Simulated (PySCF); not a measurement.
**Bond curve of AlP⁺**

Set-up: Al def2-TZVP, P def2-TZVP; no relativity (PySCF 2.14). Energies in eV from Al⁺ + P in their ground configurations at the same level. All curves are PBE0. state 1: ⁴Σ⁻ (quartet), unpaired electrons σ ↑, π ↑↑; state 2: Ms = 0.5 determinant of mixed spin (⟨S²⟩ near 1.8), unpaired electrons σ ↓, π ↑↑, a second solution, started from another occupation; state 3: Ms = 0.5 determinant of mixed spin (⟨S²⟩ near 1.8), unpaired electrons σ ↑, π ↑↓, a mixture of terms (⟨Lz²⟩ = 2.0), a second solution, started from another occupation; state 4: ²Π (doublet), unpaired electrons π ↑, a second solution, started from another occupation.

| R (Å) | state 1 | state 2 | state 3 | state 4 |
| --- | --- | --- | --- | --- |
| 2.124 | -0.4164 | -0.2046 | -0.0026 | 0.4061 |
| 2.223 | -0.6648 | -0.4302 | -0.2384 | 0.3986 |
| 2.322 | -0.7882 | -0.5232 | -0.3439 | 0.4868 |
| 2.396 | -0.8270 | -0.5348 | -0.3664 | 0.5899 |
| 2.470 | -0.8357 | -0.5134 | -0.3572 | 0.7102 |
| 2.544 | -0.8244 | -0.4705 | -0.3271 | 0.8381 |
| 2.643 | -0.7904 | -0.3940 | -0.2685 | 1.0088 |
| 2.766 | -0.7324 | -0.2867 | -0.1824 | 1.2083 |
| 2.915 | -0.6551 | -0.1606 | -0.0781 | 1.4138 |
| 3.112 | -0.5533 | -0.0140 | 0.0483 | 1.6230 |

Problem. Put a parabola through the three lowest points of the state 1 curve and estimate Re, k and ωe (reduced mass 14.42 u; 1 eV/Å² = 0.16022 mdyn/Å; ωe = 1302.8·√(k/μ) cm⁻¹).

Solution. Through R = 2.396, 2.47, 2.544 Å the second-order coefficient is 1.83 eV/Å², so Re ≈ 2.465 Å, k ≈ 0.585 mdyn/Å and ωe ≈ 262 cm⁻¹. A polynomial fit of higher order to the unrounded PBE0 energies gives Re = 2.460 Å, k = 0.611 mdyn/Å, ωe = 268 cm⁻¹; anharmonicity and rounding make the difference.

The higher-order fit for each curve: state 1: Re = 2.460 Å, ωe = 268 cm⁻¹, De = 0.84 eV; state 2: Re = 2.381 Å, ωe = 349 cm⁻¹, minimum 0.54 eV below the ground-state fragments; state 3: Re = 2.407 Å, ωe = 319 cm⁻¹, minimum 0.367 eV below the ground-state fragments; state 4: Re = 2.178 Å, ωe = 478 cm⁻¹, minimum 0.387 eV above the ground-state fragments.

For an ion De counts to the pair picked by the measured ionisation energies or electron affinities, which need not be the lowest pair at this level. The state was picked by a PBE0 search and need not be the measured ground state.
